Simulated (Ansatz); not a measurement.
Rock-salt HfC, relaxed in Ansatz (plane waves) with several semilocal functionals. Each gives its own volume and its own bulk modulus:

| level | V0 (Å³/atom) | bulk modulus (GPa) | ln V0 | ln B0 |
|---|---|---|---|---|
| LDA | 11.951 | 261.3 | 2.4808 | 5.5657 |
| PBEsol | 12.221 | 248.3 | 2.5032 | 5.5146 |
| PBE | 12.577 | 233.9 | 2.5319 | 5.4549 |

Problem. Fit a straight line to ln B0 against ln V0. What does it predict for r²SCAN, whose volume is 12.492 Å³/atom?

Solution. With x = ln V0 and y = ln B0: means 2.50530 and 5.51173; Σ(Δx Δy) = -0.002840, Σ(Δx²) = 0.001312, so the slope is -2.16. At x = 2.5251 the line gives y = 5.51173 + (-2.16) × (2.5251 − 2.50530) = 5.4690, or 237.2 GPa. The run with r²SCAN gives 244.8 GPa, +3.2 % from the line. The rows used scatter about it by up to 0.2 %, while the largest value lies 12 % above the smallest. For comparison, PBE's own equation of state has B′ = 4.0, the slope −d ln B/d ln V at a fixed functional; the two needn't agree, since functionals also differ at one volume.

Measured: 242 GPa (measured, room temperature, no zero-point or thermal correction, our sources range from 242 to 286; as tabulated in Synthesis of Binary Transition Metal Nitrides, Carbides and Borides from the …).

Ansatz's density-functional and Hartree–Fock values are scalar-relativistic unless marked +SOC, with PAW data made under PBE.

Ansatz is a program for electronic structure.
